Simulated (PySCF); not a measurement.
**Orbital picture of AlN⁻**

r²SCAN0 at R = 1.797 Å; PySCF, no relativity, basis sets Al aug-pcseg-1, N aug-pcseg-1. State: ²Π (doublet), unpaired electrons π ↑. Only the outer orbitals are listed, counted within each symmetry.

```tsv
spin	orbital	occ.	ε (eV)	on Al (%)	main shells (%)
α	5σ	1	-15.08	9	90 N s
α	6σ	1	-3.34	53	52 Al s, 43 N p
α	2π	1	-2.66	9	90 N p
α	2π	1	-1.30	13	86 N p, 12 Al p
α	7σ	1	-0.57	70	45 Al s, 32 N p, 24 Al p
α	3π	0	3.12	107	106 Al p
α	3π	0	3.25	106	106 Al p
α	8σ	0	3.48	90	88 Al p, 17 N s
β	5σ	1	-12.70	13	85 N s
β	6σ	1	-2.93	65	63 Al s, 30 N p
β	2π	1	-0.35	30	69 N p, 28 Al p
β	7σ	1	-0.28	59	40 N p, 33 Al s, 25 Al p
β	2π	0	2.37	75	75 Al p, 25 N p
β	8σ	0	3.31	83	73 Al p, 25 N s
β	3π	0	3.36	97	94 Al p
```

Question: Which are the highest filled and the lowest empty level, where do they sit, and how wide is the gap?

Answer: Highest filled β 7σ at -0.28 eV (in %: 40 N p, 33 Al s, 25 Al p); lowest empty β 2π at 2.37 eV (in %: 75 Al p, 25 N p); the gap at r²SCAN0 is 2.65 eV. An empty level above zero is unbound, and its energy depends on the basis.

```
bond order (Mayer)                                                                                                : 1.16
⟨S²⟩                                                                                                              : 0.795
charge on Al (Mulliken, basis-dependent)                                                                          : -0.17
charge on Al (Löwdin, basis-dependent)                                                                            : 0.10
dipole moment (positive dipole points towards N; it is taken about the centre of mass and depends on that origin) : -1.43 D
```

Shares are Mulliken populations and can fall outside 0 to 100 %.

The state was picked by a PBE0 search and need not be the measured ground state.
